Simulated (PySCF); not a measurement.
Gas-phase reaction: 2 C₂H₃Cl ⇌ CHCl + C₃H₄ (propyne) + HCl

Energies from PySCF, thermal terms from the rigid-rotor harmonic-oscillator model, ideal gas at 1 bar. † marks an energy on the PBE0/def2-TZVP geometry and frequencies; other levels use their own. MP2 freezes the core. 6-31G* has spherical d functions here. All species are closed-shell singlets. B3LYP is the form with VWN-RPA correlation. MP2 isn't extrapolated to the basis-set limit; its ΔH°(298 K) is 388.8 kJ in def2-SVP and 382.6 kJ in def2-TZVPP. The harmonic model lacks anharmonicity and excited electronic states, which grow with temperature; levels with a mode under 35 cm⁻¹ are left out.

| level | ΔE electronic, kJ | ΔH°(298 K), kJ | ΔS°(298 K), J/K | ΔG°(600 K), kJ |
|---|---|---|---|---|
| B3LYP/6-31G* | 425 | 401 | 142 | 314 |
| B3LYP/def2-TZVP† | 390 | 368 | 141 | 282 |
| HF/6-31G* | 383 | 357 | 141 | 271 |
| MP2/def2-SVP† | 411 | 389 | 141 | 302 |
| PBE/def2-SVP | 431 | 410 | 141 | 324 |
| PBE0/def2-QZVP† | 415 | 393 | 141 | 307 |
| PBE0/def2-SVP† | 435 | 412 | 141 | 326 |
| PBE0/def2-TZVP | 419 | 396 | 141 | 310 |
| ωB97X-V/def2-TZVP† | 406 | 383 | 141 | 297 |
ΔH° is lowest at HF/6-31G* and highest at PBE0/def2-SVP†. No reference value is set beside these.
